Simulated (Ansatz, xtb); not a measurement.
## Relative energy of two isomers of CH6MgSi

Structure I is `[MgH][CH2][SiH3]`, a singlet and structure II is `C[SiH2][MgH]`, a singlet. Both are isolated molecules in the gas phase, relaxed with PBE0-D3(BJ)/def2-SVP.

Problem. Which of the two would you expect CCSD(T)/def2-TZVP electronic energies to favour?

Solution. Structure II; the calculation gives E(II) − E(I) = −0.096 eV.

How the difference moves with the method:

```
               level              geometry  E(II) − E(I) (eV)  departure from the last row (eV)  job, with rough time for the two
PBE0-D3(BJ)/def2-SVP  PBE0-D3(BJ)/def2-SVP              −0.237                            −0.141                optimisation, 98 s
        HF/def2-TZVP  PBE0-D3(BJ)/def2-SVP              −0.126                            −0.030           part of the CCSD(T) run
       MP2/def2-TZVP  PBE0-D3(BJ)/def2-SVP              −0.010                            +0.086           part of the CCSD(T) run
   CCSD(T)/def2-TZVP  PBE0-D3(BJ)/def2-SVP              −0.096                                                  single point, 82 s
```

As drawn, II has 1 Mg–Si, 1 C–H in place of 1 C–Mg, 1 Si–H.

MP2/def2-TZVP finds them nearly level. The largest departure from CCSD(T)/def2-TZVP is that of PBE0-D3(BJ)/def2-SVP, 0.141 eV. Levels run at GFN2-xTB geometries aren't shown.

With harmonic frequencies from PBE0-D3(BJ)/def2-SVP (ideal gas, rigid rotor, one conformer each, 298.15 K, 1 atm): on the last row, ΔE + ΔZPE = −0.013, ΔH = −0.008, ΔG = −0.018 eV. In free energy the two are nearly level.

The correlated steps freeze 7 core orbitals; the last core shell of Mg is correlated, in a basis made for valence electrons. Run with Ansatz 0.2.0; the last row on 1 thread of Intel(R) Xeon(R) Processor @ 2.50GHz (Skylake/Cascade Lake) on a shared host.
